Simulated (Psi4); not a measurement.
**SiNH4F (SMILES N[SiH2]F): r2SCAN/pcseg-1 (density fitting)**

Aim: a short trajectory of SiNH4F. Input form: an ASE script.

The results are computed with Psi4 1.11.

### 1 Starting point

The species is SiNH4F (7 atoms), meant as a singlet with charge 0. SMILES: `N[SiH2]F`. The coordinates come from a PBE0-D4/def2-TZVP relaxation. This is one conformer, not always the lowest. The run starts from this shape.

Bond lengths: N1–Si2 1.696 Å, Si2–F3 1.605 Å, N1–H4 1.006 Å, N1–H5 1.006 Å, Si2–H6 1.479 Å, Si2–H7 1.479 Å. Angles: N1–Si2–F3 114.6°, N1–Si2–H6 108.3°, N1–Si2–H7 108.3°, F3–Si2–H6 105.8°, F3–Si2–H7 105.8°, Si2–N1–H4 122.0°, Si2–N1–H5 122.0°, H6–Si2–H7 114.0°, H4–N1–H5 111.8°.

### 2 A short trajectory at r2SCAN/pcseg-1 (density fitting)

Contents of fh4nsi.xyz:

```xyz
7
FH4NSi
N     -0.761500     0.339000    -0.625200
Si     0.531100    -0.115700     0.373400
F      0.515100    -1.653900     0.829800
H     -0.786600     0.105100    -1.603600
H     -1.682200     0.513500    -0.258400
H      0.455900     0.676200     1.620700
H      1.789400     0.068000    -0.382300
```

Contents of fh4nsi_ase.py:

```python
import numpy as np
from ase.calculators.psi4 import Psi4
from ase.io import read
from ase import units
from ase.md.velocitydistribution import MaxwellBoltzmannDistribution, Stationary
from ase.md.verlet import VelocityVerlet

a = read('fh4nsi.xyz')
calc = Psi4(atoms=a, method='r2scan', basis='pcseg-1', memory='1600MB', num_threads=1, charge=0, multiplicity=1, label='calc', reference='rks')
a.calc = calc

MaxwellBoltzmannDistribution(a, temperature_K=600.0, rng=np.random.default_rng(550))
Stationary(a)
dyn = VelocityVerlet(a, 1.0 * units.fs)
def show():
    ep, ek = a.get_potential_energy(), a.get_kinetic_energy()
    print(f'step {dyn.nsteps:3d}  Epot {ep:14.6f}  Ekin {ek:9.6f}  Etot {ep + ek:14.6f} eV  T {a.get_temperature():7.1f} K')
dyn.attach(show)
dyn.run(15)
```

Run with:

```sh
python fh4nsi_ase.py
```

calc.dat:

```text
[...]
  Running in c1 symmetry.
[...]
  Nuclear repulsion =  116.229862439087555
[...]
  Multiplicity = 1
[...]
  Nalpha       = 17
  Nbeta        = 17
[...]
    Number of basis functions: 66
[...]
   @DF-RKS iter   1:  -446.11135800323331   -2.24279e-01   1.30768e-02 ADIIS/DIIS
[...]
   @DF-RKS iter  11:  -446.42155034772600   -2.33058e-12   5.36930e-09 DIIS
[...]
    Orbital Energies [Eh]
    ---------------------
    Doubly Occupied:
       1A    -65.870178     2A    -24.455544     3A    -14.155042
       4A     -5.252334     5A     -3.599695     6A     -3.596665
       7A     -3.595792     8A     -1.132931     9A     -0.830423
      10A     -0.523022    11A     -0.457679    12A     -0.427707
      13A     -0.397939    14A     -0.388976    15A     -0.351787
      16A     -0.306313    17A     -0.254683
[...]
  @DF-RKS Final Energy:  -446.42155034772600
   => Energetics <=
    Nuclear Repulsion Energy =            116.2298624390875545
    One-Electron Energy =                -848.6166292513785265
    Two-Electron Energy =                 325.6982717817502930
    DFT Exchange-Correlation Energy =     -39.7330553171853254
    Empirical Dispersion Energy =           0.0000000000000000
    VV10 Nonlocal Energy =                  0.0000000000000000
    Total Energy =                       -446.4215503477259972
[...]
 Multipole Moments:
 ------------------------------------------------------------------------------------
     Multipole            Electronic (a.u.)      Nuclear  (a.u.)        Total (a.u.)
 ------------------------------------------------------------------------------------
 L = 1.  Multiply by 2.5417464519 to convert [e a0] to [Debye]
 Dipole X            :          0.6212961           -1.1614184           -0.5401223
 Dipole Y            :         -3.4447225            3.7787096            0.3339871
 Dipole Z            :          2.0538606           -2.2950835           -0.2412229
 Magnitude           :                                                    0.6793143
[...]
  -Total Gradient:
     Atom            X                  Y                   Z
    ------   -----------------  -----------------  -----------------
       1       -0.017730320283     0.010849957838    -0.001327880258
       2        0.003409103998     0.001723823085     0.024103370578
       3        0.003578213865    -0.005369347875    -0.006752047713
       4       -0.007997702132    -0.000589995757     0.004326991005
       5        0.011393155603    -0.006868285791    -0.016217218441
       6        0.006925057407     0.001870512094    -0.004868286348
       7        0.000503478242    -0.001027285321     0.000794711512
[...]
```

On the terminal:

```text
step   0  Epot  -12147.917194  Ekin  0.513640  Etot  -12147.403554 eV  T   567.7 K
step   1  Epot  -12147.880373  Ekin  0.478757  Etot  -12147.401616 eV  T   529.1 K
step   2  Epot  -12147.790943  Ekin  0.394040  Etot  -12147.396903 eV  T   435.5 K
step   3  Epot  -12147.716548  Ekin  0.321659  Etot  -12147.394889 eV  T   355.5 K
step   4  Epot  -12147.686941  Ekin  0.290033  Etot  -12147.396907 eV  T   320.5 K
step   5  Epot  -12147.671019  Ekin  0.270797  Etot  -12147.400222 eV  T   299.3 K
step   6  Epot  -12147.621725  Ekin  0.222651  Etot  -12147.399074 eV  T   246.1 K
step   7  Epot  -12147.558414  Ekin  0.164943  Etot  -12147.393471 eV  T   182.3 K
step   8  Epot  -12147.556142  Ekin  0.162287  Etot  -12147.393854 eV  T   179.4 K
step   9  Epot  -12147.607797  Ekin  0.208243  Etot  -12147.399554 eV  T   230.1 K
step  10  Epot  -12147.633129  Ekin  0.233010  Etot  -12147.400119 eV  T   257.5 K
step  11  Epot  -12147.618238  Ekin  0.221958  Etot  -12147.396281 eV  T   245.3 K
step  12  Epot  -12147.616053  Ekin  0.222161  Etot  -12147.393892 eV  T   245.5 K
step  13  Epot  -12147.660928  Ekin  0.265436  Etot  -12147.395492 eV  T   293.4 K
step  14  Epot  -12147.725881  Ekin  0.326395  Etot  -12147.399486 eV  T   360.7 K
step  15  Epot  -12147.749136  Ekin  0.348657  Etot  -12147.400479 eV  T   385.3 K
```

Run time: 1.7 min. Hardware: 1 thread of Intel Xeon 6975P-C (Granite Rapids), shared host; peak memory 1.2 GiB.

The path in brief:

| step | potential energy change (eV) | largest force (eV/Å) |
| --- | --- | --- |
| 0 | 0.0000 | 1.1691 |
| 1 | 0.0368 | 1.6411 |
| 2 | 0.1263 | 2.3644 |
| 3 | 0.2006 | 3.0387 |
| 4 | 0.2303 | 3.6106 |
| 5 | 0.2462 | 4.0315 |
| 6 | 0.2955 | 4.2630 |
| 7 | 0.3588 | 4.2843 |
| 8 | 0.3611 | 4.1003 |
| 9 | 0.3094 | 3.7479 |
| 10 | 0.2841 | 3.2933 |
| 11 | 0.2990 | 2.8139 |
| 12 | 0.3011 | 2.3656 |
| 13 | 0.2563 | 1.9614 |
| 14 | 0.1913 | 1.5895 |
| 15 | 0.1681 | 1.2549 |

### 3 Outcome

Level: r2SCAN/pcseg-1 (density fitting).

```
                          quantity          value
potential energy of the last frame  -446.42155 Eh
```
